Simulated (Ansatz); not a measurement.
Basis-set extrapolation for CH₃F₂NO, SMILES `NC(O)(F)F` (PBE0-D4/def2-TZVP geometry, frozen core, the Gaussian-basis code of Ansatz). Multiplicity 1, RHF reference.

```
                      def2-TZVPP   def2-QZVPP
                 HF  -367.990033  -368.006215
    MP2 correlation    -1.107472    -1.201983
CCSD(T) correlation    -1.157831      not run
```

Energies in hartree. Use E(X) = E(∞) + A·exp(−7.88·√X) for Hartree–Fock and E(X) = E(∞) + B·X^(−2.97) for correlation, with X = 3 and 4, and add CCSD(T) minus MP2 of the smaller set to the MP2 limit.

Question: What is the CCSD(T) energy at the basis-set limit?

Answer: HF limit: -368.006215 + (-0.016182) × 0.13774 = -368.00844. MP2 limit: -1.201983 + (-0.094511) × 0.74074 = -1.27199. Higher-order term: -1.157831 − (-1.107472) = -0.05036. Total: -369.33079 hartree, 4.98 eV below CCSD(T)/def2-TZVPP.
